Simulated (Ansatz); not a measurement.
What does this script print? It uses Ansatz 0.2.0, Python API.

The script, `bend_h3nosi.py`:
```python
"""Energy of H3NOSi against one bond angle."""

import ansatz as az
from ase import Atoms

atoms = Atoms(["N", "Si", "O", "H", "H", "H"], positions=[
    (-0.8213, -0.0076, -0.2625),
    (0.6374, -0.6158, -0.6793),
    (1.4889, -0.1964, 0.6419),
    (-1.4774, -0.1264, -1.0139),
    (-0.7999, 1.0436, -0.215),
    (1.0145, -0.1612, 1.4826),
])

# start the scan from a relaxed geometry
first = az.Crystal.molecule_from_ase(atoms).calculation()
first = first.basis(gaussian="cc-pVDZ").functional("r2scan")
first = first.relax(force_tolerance=0.02, max_steps=80)
atoms.positions = first.run(threads=1, pin="off").report["positions_ang"]

rows = []
for angle in [85, 95, 105, 115, 125, 140, 160]:
    bent = atoms.copy()
    bent.set_angle(1, 2, 5, angle, indices=[5])
    setup = (
        az.Crystal.molecule_from_ase(bent).calculation()
        .basis(gaussian="cc-pVDZ")
        .functional("r2scan")
    )
    rows.append((angle, setup.run(threads=1, pin="off").report["free_energy_ev"]))
floor = min(e for _, e in rows)
for angle, e in rows:
    print(f"angle Si1-O2-H5 = {angle:3d} deg   {1000 * (e - floor):9.1f} meV")
```

```console
$ python bend_h3nosi.py
angle Si1-O2-H5 =  85 deg       465.3 meV
angle Si1-O2-H5 =  95 deg       204.8 meV
angle Si1-O2-H5 = 105 deg        57.7 meV
angle Si1-O2-H5 = 115 deg         0.0 meV
angle Si1-O2-H5 = 125 deg        10.0 meV
angle Si1-O2-H5 = 140 deg       106.0 meV
angle Si1-O2-H5 = 160 deg       279.8 meV
```

The scan is rigid, and the energies are electronic, in a modest basis. The zero is the lowest point of the grid, which needn't be the minimum. Wall time of the script: 37 s on 1 thread of Arm Neoverse V2, on a shared host, peak memory 0.21 GiB.
